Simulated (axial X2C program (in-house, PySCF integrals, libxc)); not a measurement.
## Working with the constants of AlO

A bond curve at the PBE0 level, two-component, was computed with an in-house relativistic program for diatomic molecules (basis Al dyall-v3z [8s8p2d1f], O dyall-av3z [7s6p3d2f] (cores contracted in-house)) for the state Ω = 1/2 (⟨Sz⟩ = 0.50, ⟨Lz⟩ = 0.00 at PBE0). Its fit gives Re = 1.6290 Å, ωe = 952.4 cm⁻¹, ωexe = 7.95 cm⁻¹ and αe = 6.223e-03 cm⁻¹; the masses are 26.9815 and 15.9949 u. Two-component means X2C with spin–orbit coupling and atomic mean-field Coulomb and Gaunt terms.

(1) Find the reduced mass, Be and the force constant.

(2) Estimate De from a Morse curve and compare with the computed well depth of 4.962 eV to Al + O.

(3) Estimate the centrifugal constant by the Kratzer relation.

(4) The dipole moment p changes by 0.33 D/Å at Re. What harmonic infrared intensity follows?

(5) A Morse curve ties αe to the other constants (Pekeris). How well does that hold?

The state is one determinant whose occupation by symmetry is held fixed; it was picked as the lowest of a PBE0 search that is not exhaustive. Dissociation energies refer to the lowest single-determinant-based atoms at the same level and basis. Density functionals use the spin component along the axis (collinear). In 2c an atomic determinant is not the ground J level, so De misses part of the atomic spin–orbit lowering. This holds for PBE0. Without a current term, density functionals place determinants with orbital angular momentum somewhat too high.

Results:

(1) From the PBE0 values: μ = 10.0419 u. Be = 16.8576/(μ Re²) = 0.6326 cm⁻¹. k = 5.8918×10⁻⁷ μ ωe² = 5.37 mdyn/Å.

(2) De(Morse) = ωe²/(4ωexe) = 3.537 eV against 4.962 eV computed, a ratio of 0.71. The extrapolation falls short: long-range attraction (ionic or ion–induced dipole) or a change of character along the curve can cause this.

(3) D = 4Be³/ωe² = 1.12e-06 cm⁻¹.

(4) I = 42.256 × (dp/dR)²/μ = 0.46 km/mol.

(5) αe(Morse) = 6Be²/ωe × (√(ωexe/Be) − 1) = 6.416e-03 cm⁻¹; the PBE0 curve gives 6.223e-03 cm⁻¹, a ratio of 1.03.
